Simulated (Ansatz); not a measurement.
BH2(SiH3) (SiBH5). The state is a singlet with charge 0. Geometry B3LYP-D4/def2-TZVP, basis def2-TZVP, Ansatz.

```xyz
7

B     0.102    1.085    0.499
H     0.354    2.047   -0.158
H    -0.133    1.258    1.654
Si   -0.016   -0.743   -0.328
H     0.279   -1.843    0.624
H     0.847   -0.910   -1.524
H    -1.433   -0.894   -0.768
```

| run | HOMO (eV) | LUMO (eV) |
| --- | --- | --- |
| A | -8.06 | -2.85 |
| B | -11.40 | 1.08 |
| C | -8.26 | -2.67 |
| D | -7.51 | -3.12 |
| E | -7.21 | -3.38 |
| F | -9.84 | -1.32 |

B3LYP takes the VWN-RPA correlation. HSE06 is defined as in plane-wave codes, on full-range PBE exchange.

Task: The runs used B3LYP, CAM-B3LYP, HF, HSE06, r2SCAN, revPBE. Estimate which is which.

Result: A HSE06 (range-separated); B HF (100 % exact exchange); C B3LYP (20 % exact exchange); D r2SCAN (0 % exact exchange); E revPBE (0 % exact exchange); F CAM-B3LYP (range-separated). Exact exchange lowers occupied and raises empty levels; among semilocal functionals meta-GGAs tend to open the gap a little, and such runs are hard to tell apart. The gap grows from 3.83 eV (revPBE) to 12.47 eV (HF).
